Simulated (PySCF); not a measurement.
Breaking a bond: Na₂, singlet.

RKS-PBE = restricted PBE/cc-pVDZ (PySCF); UKS-PBE = unrestricted PBE/cc-pVDZ in PySCF; RKS-CAM-B3LYP = restricted CAM-B3LYP/cc-pVDZ run with PySCF; UCCSD(T) = CCSD(T) on UHF/cc-pVDZ, 2 core orbitals frozen (PySCF 2.14.0).

Energies relative to the lowest point of each curve near equilibrium, in kJ/mol; the last columns give the difference from UCCSD(T):

```tsv
R / Å	RKS-PBE	UKS-PBE	RKS-CAM-B3LYP	UCCSD(T)	RKS-PBE − UCCSD(T)	UKS-PBE − UCCSD(T)	RKS-CAM-B3LYP − UCCSD(T)
2.50	23.0	23.0	18.9	25.4	-2.4	-2.4	-6.5
2.61	14.1	14.1	10.8	17.5	-3.4	-3.4	-6.7
2.77	5.7	5.7	3.5	9.6	-3.9	-3.9	-6.1
2.94	1.1	1.1	0.2	3.6	-2.5	-2.5	-3.5
3.04	0.1	0.1	0.0	1.4	-1.3	-1.3	-1.4
3.10	0.0	0.0	0.4	0.5	-0.5	-0.5	-0.1
3.17	0.3	0.3	1.4	0.0	0.3	0.3	1.4
3.31	2.2	2.2	4.5	0.4	1.9	1.9	4.2
3.39	3.9	3.9	6.9	1.3	2.6	2.6	5.7
3.59	9.5	9.5	14.4	5.4	4.1	4.1	9.0
3.85	18.6	18.6	26.1	13.1	5.5	5.5	13.0
4.20	32.3	32.2	43.3	25.1	7.2	7.1	18.2
4.61	48.1	46.2	63.5	38.2	9.9	8.0	25.3
5.17	67.1	60.1	88.6	51.6	15.5	8.5	37.1
5.56	78.0	66.3	103.9	57.6	20.4	8.6	46.2
6.25	92.8	72.1	126.2	63.6	29.2	8.5	62.6
6.84	101.5	73.9	140.9	65.6	35.8	8.3	75.3
7.53	108.1	74.7	154.2	66.5	41.6	8.2	87.7
8.32	112.4	75.0	165.2	66.9	45.6	8.1	98.3
9.19	115.0	75.0	173.9	67.1	47.9	8.0	106.8
```

RKS-PBE is furthest from UCCSD(T) at 9.19 (47.9 kJ/mol, above); its mean absolute difference over the points is 14.1 kJ/mol.

UKS-PBE is furthest from UCCSD(T) at 5.56 (8.6 kJ/mol, above); its mean absolute difference over the points is 5.1 kJ/mol.

RKS-CAM-B3LYP is furthest from UCCSD(T) at 9.19 (106.8 kJ/mol, above); its mean absolute difference over the points is 30.7 kJ/mol.

The restricted form behind RKS-PBE, RKS-CAM-B3LYP keeps the bonding electrons paired and can't separate into open-shell fragments. The unrestricted determinant behind UKS-PBE is spin-contaminated at 4.20 to 9.19 Å (<S²> up to 1.0, against 0.00 for a pure singlet). The unrestricted determinant behind UCCSD(T) is spin-contaminated at 2.50 to 9.19 Å (<S²> up to 1.0, against 0.00 for a pure singlet).
